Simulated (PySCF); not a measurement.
Molecule: `C(=O)=S`, COS.

Cartesian coordinates in Å; atom numbers follow the order of the lines, from 1:
```xyz
3

O    -1.2836    0.2527    0.0000
C    -0.1347    0.1207    0.0000
S     1.4184   -0.0630    0.0000
```

Geometry PBE0-D3(BJ)/def2-SVP throughout; GIAO in PySCF 2.14, gas phase, one conformer, non-relativistic; equivalent atoms averaged; basis pcSseg-2.

Task: How do the shifts δ (against H2O, TMS, CS2 at the same level) depend on the functional? (ppm; last column core-seconds on shared hosts with different chips, so compare them loosely; the GGAs took longer than the global hybrids here, which isn't the general rule, and the cause wasn't traced)

Result: 
```csv
functional,kind,O1,C2,S3,core-s
HF,Hartree–Fock,248.8,183.3,-267.8,1.1
LDA,LDA,263.2,160.8,-276.0,3.2
PBE,GGA,256.8,156.7,-269.6,3.6
BLYP,GGA,254.8,157.6,-272.4,3.8
BP86,GGA,254.6,156.6,-269.1,4.1
OPBE,GGA,252.6,151.5,-259.3,3.9
KT2,GGA,246.1,150.9,-258.1,3.9
KT3,GGA,244.6,149.2,-255.7,3.8
B97-D,GGA,246.8,153.2,-264.5,3.7
B3LYP,global hybrid,254.7,165.1,-272.3,2.1
PBE0,global hybrid,256.1,165.6,-269.5,2.2
mPW1PW91,global hybrid,256.2,165.9,-269.7,2.2
WP04,global hybrid,248.5,164.0,-262.9,3.1
B97-2,global hybrid,250.4,161.9,-265.8,3.1
BHandHLYP,global hybrid,253.6,174.1,-271.8,2.8
CAM-B3LYP,range-separated hybrid,253.7,171.8,-273.1,4
wB97X-D,range-separated hybrid,254.2,169.5,-266.9,4.1
LC-wPBE,range-separated hybrid,251.9,176.2,-271.2,6.3
```

Task: Which nucleus moves most, in ppm?

Result: C2 (central carbon of a heterocumulene): from 149.2 ppm with KT3 to 183.3 ppm with HF. The smallest spread is 18.6 ppm, at O1.
